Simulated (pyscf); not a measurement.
PySCF, gas phase, ωB97X-D3(BJ)/def2-SVP geometries.

### Question
Estimate the classical barrier height and the reaction energy of hydrogen chloride (HCl) + F–SnH(Cl)–Cl → Cl–SnH(Cl)–Cl + hydrogen fluoride (HF) at ωB97M-D3(BJ)/def2-TZVP. The step runs on the singlet surface, breaks Cl–H, F–Sn and forms Cl–Sn, F–H; take the separated reactants as zero.

### Answer
ΔE‡ = 10.4 kcal/mol, ΔE = -6.8 kcal/mol. Zero-point energy shifts the barrier by +0.3 kcal/mol. It is a four-centre exchange, with an imaginary mode of 517i cm⁻¹. On the reactant side the descent ends in a complex, 4.2 kcal/mol under the separated species and 11.8 kcal/mol under the saddle at ωB97X-D3(BJ)/def2-TZVP. On the product side the descent ends in a complex, 5.4 kcal/mol under the separated species and 22.6 kcal/mol under the saddle at ωB97X-D3(BJ)/def2-TZVP. At ωB97X-D3(BJ) the barrier from the zero used here is 7.6 kcal/mol. One saddle was located; it need not be the lowest between these sides. Elements past Kr carry the def2 core potentials, without spin-orbit coupling.
